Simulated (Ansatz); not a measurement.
Reaction: CH4S (methanethiol, SMILES CS) → CH3 (SMILES [CH3], doublet) + HS (SMILES [SH], doublet) (the C-S bond breaks)
Each species at its own B3LYP-D3(BJ)/def2-TZVP minimum (Ansatz, a quantum-chemistry and plane-wave program).

Total energies in hartree (Ansatz). UHF or UKS for unpaired electrons; spin-orbit terms are left out. Cores are frozen in correlated methods. No relativity.

```tsv
species	HF/cc-pV(T+d)Z	CCSD(T)/cc-pV(T+d)Z	HF/cc-pV(Q+d)Z	CCSD(T)/cc-pV(Q+d)Z	CCSD(T)/cc-pV(D+d)Z	CCSDT(Q)/cc-pV(D+d)Z
1: CH4S (methanethiol, SMILES CS)	-437.75855	-438.17177	-437.76503	-438.20283	-438.06168	-438.06294
2: CH3 (SMILES [CH3], doublet)	-39.57748	-39.76098	-39.58026	-39.77245	-39.71583	-39.71634
3: HS (SMILES [SH], doublet)	-398.10608	-398.28901	-398.10985	-398.30558	-398.22993	-398.23055
```

Problem. Work out the bond dissociation energy (electronic) in kcal/mol: take Hartree-Fock from cc-pV(Q+d)Z, extrapolate the CCSD(T) correlation energy as X^-3 (X = 3, 4), and add CCSDT(Q) - CCSD(T) in cc-pV(D+d)Z. 1 hartree = 627.51 kcal/mol.

Solution. 
Species 1: correlation (64·(-0.43780) - 27·(-0.41322))/37 = -0.45574; step -0.00126; E1 = -437.76503 + (-0.45574) + (-0.00126) = -438.22203
Species 2: correlation (64·(-0.19219) - 27·(-0.18350))/37 = -0.19853; step -0.00051; E2 = -39.58026 + (-0.19853) + (-0.00051) = -39.77930
Species 3: correlation (64·(-0.19573) - 27·(-0.18293))/37 = -0.20507; step -0.00062; E3 = -398.10985 + (-0.20507) + (-0.00062) = -398.31554
-1·E1 +1·E2 +1·E3 = 0.12719 hartree = 79.8 kcal/mol.
